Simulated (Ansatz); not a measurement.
## Cobalt, hcp: convergence with the k-point mesh

Computed with Ansatz, LDA, scalar-relativistic PAW, on the relaxed cell (a = 2.427 Å, c = 3.923 Å (c/a = 1.616); ferromagnetic, net 1.51 μB per atom). Errors count from a run at 420 eV on a Γ-centred 24×24×13 mesh with Fermi-Dirac smearing of 0.05 eV, extrapolated to zero width. Fixed here: cutoff 420 eV, Fermi-Dirac width 0.05 eV.

```csv
k-mesh,E(σ→0) error (meV/atom),P (GPa),sphere moment (μB),SCF iterations
2×2×2,900.8,11.73,1.55,12
5×5×3,36.6,1.11,1.60,10
7×7×4,12.2,-0.47,1.52,13
9×9×5,-3.1,-0.20,1.55,12
12×12×7,0.1,-0.38,1.54,12
16×16×9,-0.9,0.14,1.56,12
21×21×12,-0.2,0.10,1.56,12
```

Problem. What does the run at 4×4×2 give (k-mesh)?

Solution. E(σ→0) error (meV/atom): 38.7; P (GPa): 3.22; sphere moment (μB): 1.67; SCF iterations: 40.

Within 5 meV/atom of the last row: from 9×9×5 on.
